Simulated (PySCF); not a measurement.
Compound: cyclopropanone, C₃H₄O.
SMILES with atom numbers: `[O:1]=[C:2]1[CH2:3][CH2:4]1` (hydrogens: H5, H6 on C3; H7, H8 on C4)

Method: PBE0-D3(BJ)/def2-TZVP geometry optimisation, gas phase in PySCF 2.14.0; density fitting, grid level 2; the optimiser is geomeTRIC in internal coordinates, started from a GFN2-xTB structure with every atom displaced at random (about 0.01 Å).

Geometry at step 0:
```
atom  x, y, z in Å
O1     -1.3091    1.6233    0.1274
C2     -0.5890    0.7207    0.0492
C3      0.7737    0.2339    0.0530
C4     -0.3689   -0.7141   -0.1084
H5      1.4184    0.4183   -0.8071
H6      1.3316    0.2248    0.9932
H7     -0.6471   -1.3690    0.7188
H8     -0.5545   -1.1571   -1.0787
```

Question: What forces act on the atoms?

Answer: 
```tsv
atom	Fx (eV/Å)	Fy (eV/Å)	Fz (eV/Å)
O1	-2.224	2.577	0.219
C2	1.885	-2.259	-0.242
C3	1.971	0.779	0.275
C4	-1.539	-1.137	0.058
H5	-0.133	0.012	0.077
H6	-0.151	-0.002	-0.161
H7	0.136	0.083	-0.100
H8	0.055	-0.052	-0.126
```

The largest, 3.41 eV/Å, acts on O1; the rms over all components is 1.094 eV/Å. The forces sum to zero within rounding, as they must for an isolated molecule in no field.

Question: Give the force on O1 in Eh/bohr and in nN.

Answer: 3.411 eV/Å ÷ 51.422 = 0.06634 Eh/bohr, and 3.411 eV/Å × 1.602 = 5.47 nN.

Question: How far is this geometry from the end of the optimisation?

Answer: 0.117 eV above it, and 0.022 Å rms away after alignment. The bonds farthest from their final lengths, with half the difference of the two atoms' forces along the bond (positive lengthens):

```tsv
bond	now (Å)	final (Å)	force along bond (eV/Å)
C3–C4	1.494	1.559	+1.96
O1=C2	1.157	1.191	+3.18
C2–C3	1.447	1.461	-0.47
C3–H6	1.093	1.085	-0.73
C4–H7	1.091	1.085	-0.64
C3–H5	1.091	1.085	-0.61
```

The angle farthest from its final value is C3–C2–C4, 61.8° against 64.5°.

Of the 3 listed bonds off by 0.010 Å or more, this force points towards the final length in 2.

The cost below is that of the whole optimisation. On Arm Neoverse N1, one thread, on a shared host, this took 37 s and 0.60 GiB of memory at its peak.
